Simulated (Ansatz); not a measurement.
One change: `C=C(F)CF` becomes `C=C(O)F`.

Ansatz, PBE0-D4/def2-TZVP geometries, multiplicity 1. Each molecule was computed in one conformer, which needn't be the lowest.

```tsv
property	`C=C(F)CF`
HOMO–LUMO gap (ωB97M-V/def2-TZVPP) / eV	12.33
size of the dipole moment (PBE/def2-TZVPP) / D	0.40
HOMO energy (PBE0/def2-TZVPP) / eV	-7.68
LUMO energy (PBE/def2-TZVPP) / eV	-0.78
LUMO energy (PBE0/def2-TZVPP) / eV	0.24
HOMO energy (ωB97M-V/def2-TZVPP) / eV	-9.96
```

Task: What does the change do to each property? (Estimate.)

Result: The calculation gave: 
| property | `C=C(O)F` | shift |
| --- | --- | --- |
| HOMO–LUMO gap (ωB97M-V/def2-TZVPP) / eV | 11.64 | -0.69 |
| size of the dipole moment (PBE/def2-TZVPP) / D | 1.12 | 0.72 |
| HOMO energy (PBE0/def2-TZVPP) / eV | -6.92 | 0.76 |
| LUMO energy (PBE/def2-TZVPP) / eV | 0.03 | 0.81 |
| LUMO energy (PBE0/def2-TZVPP) / eV | 1.01 | 0.77 |
| HOMO energy (ωB97M-V/def2-TZVPP) / eV | -9.19 | 0.77 |

The zero-point energy changes by -44.2 kJ/mol with -6 modes. Dipoles are sizes alone; their direction can turn.
